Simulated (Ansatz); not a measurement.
# CH4BCl: the cost of one run

Program: Ansatz 0.2.0. Level of theory: RKS B3LYP-D4/def2-SVP. These are calculated values, not measurements.

### 1 Starting point

Bond lengths: B1–Cl2 2.060 Å, B1–C4 1.600 Å, C4–H5 1.110 Å, C4–H6 1.110 Å, C4–H7 1.110 Å. Angles: Cl2–B1–C4 155.3°, B1–C4–H5 109.5°, B1–C4–H6 109.5°, B1–C4–H7 109.5°, H5–C4–H6 109.4°, H5–C4–H7 109.4°, H6–C4–H7 109.4°.

Structure file:

```xyz
7

B     0.0000    0.0000    0.0000
Cl    1.1911    0.0000    1.6808
H     1.3757    0.0000   -0.1988
C    -1.3856    0.0000   -0.8000
H    -1.9458   -0.9305   -0.5708
H    -1.9898    0.8797   -0.4946
H    -1.1839    0.0508   -1.8903
```

### 2 A restrained relaxation towards end A

Springs on the bonds that form and break draw the guess towards this end; the thresholds are loose.

File input.yaml:

```yaml
crystal:
  periodic: [false, false, false]
  atoms:
    - { symbol: B, position_ang: [0.0, 0.0, 0.0] }
    - { symbol: Cl, position_ang: [1.1911, 0.0, 1.6808] }
    - { symbol: H, position_ang: [1.3757, 0.0, -0.1988] }
    - { symbol: C, position_ang: [-1.3856, 0.0, -0.8] }
    - { symbol: H, position_ang: [-1.9458, -0.9305, -0.5708] }
    - { symbol: H, position_ang: [-1.9898, 0.8797, -0.4946] }
    - { symbol: H, position_ang: [-1.1839, 0.0508, -1.8903] }
basis:
  gaussian: { orbitals: def2-SVP }
hamiltonian:
  xc: b3lyp
  dispersion: d4
relax:
  f_tol: 0.15
  max_steps: 25
  restrain:
    - { distance: [1, 2], at: 2.57, k: 30.0 }
    - { distance: [0, 1], at: 1.86, k: 30.0 }
    - { distance: [0, 2], at: 1.19, k: 30.0 }
```

Started as:

```
$ ansatz run input.yaml --threads 1 --pin off --max-ram 2048MiB --backend cpu --events-out ev --progress --plain --runs-dir out
```

**Question.** How long does this run take on 1 thread of Arm Neoverse V2, shared host, and how much memory does it need?

About 18 s, with a peak of 0.13 GiB.
